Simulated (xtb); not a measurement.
**Two attempts at C3HClF+ (SMILES Fc1c[c+]1Cl)**

Aim: energy and forces of C3HClF+ at GFN2-xTB.

The calculation is run with xtb 6.7.1.

4 further runs of the same task are left out: 4 set aside as unsound or not needed.

**1. The system as given**

C3HClF+ has 6 atoms, charge +1, and is taken as a singlet. SMILES: `Fc1c[c+]1Cl`. The shape is that of a GFN2-xTB optimisation.

Bond lengths: F1–C2 1.261 Å, C2–C3 1.368 Å, C2–C4 1.409 Å, C3–C4 1.413 Å, C4–Cl5 1.606 Å, C3–H6 1.076 Å. Angles: F1–C2–C3 149.6°, F1–C2–C4 149.3°, C3–C2–C4 61.1°, C2–C3–C4 60.8°, C2–C4–C3 58.0°, C2–C4–Cl5 151.5°, C3–C4–Cl5 150.5°, C2–C3–H6 149.5°, C4–C3–H6 149.7°.

**2. Try one**

The input, xcontrol:

```
$scc
   maxiterations=50
$end
```

The input, input.xyz:

```xyz
6

F      0.13470    -3.85697    -0.67698
C      0.10314    -1.52548    -0.18597
C      0.77747     0.43870     1.35503
C     -0.65963     0.94093    -0.83945
Cl    -2.07787     2.89427    -2.67846
H      1.72216     1.10857     3.02583
```

The run is started by

```console
$ xtb --gfn 2 --acc 100 -I xcontrol --grad -c 1 --parallel 1 -- input.xyz | tee run.log
```

Log:

```text
* xtb version 6.7.1
   ID    Z sym.   atoms
    1    9 F      1
    2    6 C      2-4
    3   17 Cl     5
    4    1 H      6

           -------------------------------------------------
          |                Calculation Setup                |
           -------------------------------------------------

          program call               : xtb --gfn 2 --acc 100 -I xcontrol --grad -c 1 --parallel 1 -- input.xyz
          coordinate file            : input.xyz
          omp threads                :                     1

molecular fragmentation (1/2 indicates fragments):
122222
# atoms in fragment 1/2:     1     5
 fragment masses (1/2) :       19.00       72.49
CMA distance (Bohr)    :  10.208
constraining FC (au)   :  0.0500

           -------------------------------------------------
          |                 G F N 2 - x T B                 |
           -------------------------------------------------

[... 2 lines left out ...]
        zeta-weighting                 0.500000
[... 34 lines left out ...]
          :  -> SCF convergence          0.1000000E-03 Eh   :
          :  -> wf. convergence          0.1000000E-01 e    :
[... 12 lines left out ...]
   *** convergence criteria cannot be satisfied within 50 iterations ***
[... 1 line left out ...]
         #    Occupation            Energy/Eh            Energy/eV
      -------------------------------------------------------------
         1        2.0000           -1.2972998             -35.3013
       ...           ...                  ...                  ...
         7        2.0000           -0.7536774             -20.5086
         8        2.0000           -0.7532180             -20.4961
         9        2.0000           -0.6600750             -17.9616
[... 8 lines of this table left out ...]
        18                         -0.5915298             -16.0963
       ...                                ...                  ...
        26                         -0.2687990              -7.3144
      -------------------------------------------------------------
                  HL-Gap            0.0069297 Eh            0.1886 eV
             Fermi-level           -0.6201268 Eh          -16.8745 eV

 SCC (total)                   0 d,  0 h,  0 min,  0.013 sec
 SCC setup                      ...        0 min,  0.000 sec (  0.594%)
 Dispersion                     ...        0 min,  0.000 sec (  0.261%)
 classical contributions        ...        0 min,  0.000 sec (  0.096%)
 integral evaluation            ...        0 min,  0.001 sec (  4.326%)
 iterations                     ...        0 min,  0.012 sec ( 86.835%)
 molecular gradient             ...        0 min,  0.001 sec (  7.148%)
 printout                       ...        0 min,  0.000 sec (  0.665%)

########################################################################
[ERROR] Program stopped due to fatal error
-3- Single point calculation terminated
-2- xtb_calculator_singlepoint: Electronic structure method terminated
-1- scf: Self consistent charge iterator did not converge
########################################################################
```

Standard error:

```text
ERROR STOP
Error termination. Backtrace:
abnormal termination of xtb
```

Run time: 0.08 s. Hardware: 1 thread of Intel Xeon Platinum 8259CL at 2.50GHz (Skylake/Cascade Lake), shared host.

**3. What went wrong**

The run stopped without converging.

The log says `1- scf: Self consistent charge iterator did not converge`. The cause is that numbers in bohr are read as ångström, which stretches the molecule by 1.89. As the program read them, the closest atoms are 2.03 Å apart, against 1.08 Å in the sound input.

**4. Second attempt**

The input, struc.xyz:

```xyz
6

F      0.071280    -2.041020    -0.358240
C      0.054580    -0.807250    -0.098410
C      0.411420     0.232150     0.717050
C     -0.349060     0.497920    -0.444220
Cl    -1.099560     1.531580    -1.417380
H      0.911330     0.586630     1.601200
```

The run is started by

```console
$ xtb --chrg 1 -u 0 --grad --acc 1 -P 1 -- struc.xyz | tee run.log
```

Log:

```text
* xtb version 6.7.1
[...]
          :  # basis functions                  27          :
[...]
          :  # electrons                        26          :
[...]
          :  Hamiltonian                  GFN2-xTB          :
[...]
          :  net charge                          1          :
          :  unpaired electrons                  0          :
[...]
   *** convergence criteria satisfied after 13 iterations ***
[...]
         ::                     SUMMARY                     ::
         :::::::::::::::::::::::::::::::::::::::::::::::::::::
         :: total energy             -15.603023530991 Eh    ::
         :: gradient norm              0.000752564415 Eh/a0 ::
         :: HOMO-LUMO gap              3.508328019230 eV    ::
         ::.................................................::
         :: SCC energy               -15.754303207925 Eh    ::
         :: -> isotropic ES            0.140399680230 Eh    ::
         :: -> anisotropic ES         -0.013489786616 Eh    ::
         :: -> anisotropic XC         -0.002542049624 Eh    ::
         :: -> dispersion             -0.002918714505 Eh    ::
         :: repulsion energy           0.151279676933 Eh    ::
         :: add. restraining           0.000000000000 Eh    ::
         :: total charge               1.000000000000 e     ::
         :::::::::::::::::::::::::::::::::::::::::::::::::::::
[...]
        13        2.0000           -0.6687156             -18.1967 (HOMO)
        14                         -0.5397869             -14.6883 (LUMO)
[...]
     #   Z          covCN         q      C6AA      α(0)
     1   9 F        0.785     0.020     9.195     3.582
     2   6 C        2.748     0.289    22.102     7.698
     3   6 C        2.889     0.033    27.254     8.559
     4   6 C        2.853     0.174    24.257     8.072
     5  17 Cl       0.899     0.251    91.974    14.672
     6   1 H        0.926     0.233     0.946     1.521
[...]
     #   Z sym  total        # sym  WBO       # sym  WBO       # sym  WBO
 ---------------------------------------------------------------------------
     1   9 F    1.440 --     2 C    1.202     3 C    0.129
     2   6 C    3.878 --     3 C    1.386     1 F    1.202     4 C    1.169
                             5 Cl   0.110
     3   6 C    3.839 --     2 C    1.386     4 C    1.244     6 H    0.916
                             5 Cl   0.165     1 F    0.129
     4   6 C    3.896 --     5 Cl   1.382     3 C    1.244     2 C    1.169
     5  17 Cl   1.677 --     4 C    1.382     3 C    0.165     2 C    0.110
     6   1 H    0.946 --     3 C    0.916
 ---------------------------------------------------------------------------
[...]
molecular dipole:
                 x           y           z       tot (Debye)
 q only:       -0.176       0.644      -0.134
   full:       -0.443       1.033      -0.476       3.103
molecular quadrupole (traceless):
[...]
          | TOTAL ENERGY              -15.603023530991 Eh   |
          | GRADIENT NORM               0.000752564415 Eh/α |
          | HOMO-LUMO GAP               3.508328019230 eV   |
           -------------------------------------------------
[...]
```

Standard error:

```text
normal termination of xtb
```

Run time: 0.038 s. Hardware: 1 thread of Intel Xeon Platinum 8259CL at 2.50GHz (Skylake/Cascade Lake), shared host.

**5. What came out**

Level: GFN2-xTB.

```
                      quantity         value
                  total energy  -15.60302 Eh
                   HOMO energy     -18.20 eV
                   LUMO energy     -14.69 eV
                 HOMO–LUMO gap       3.51 eV
             dispersion energy  -7.66 kJ/mol
      largest force on an atom    0.023 eV/Å
mean polarisability (D4 model)    44.1 bohr³
```
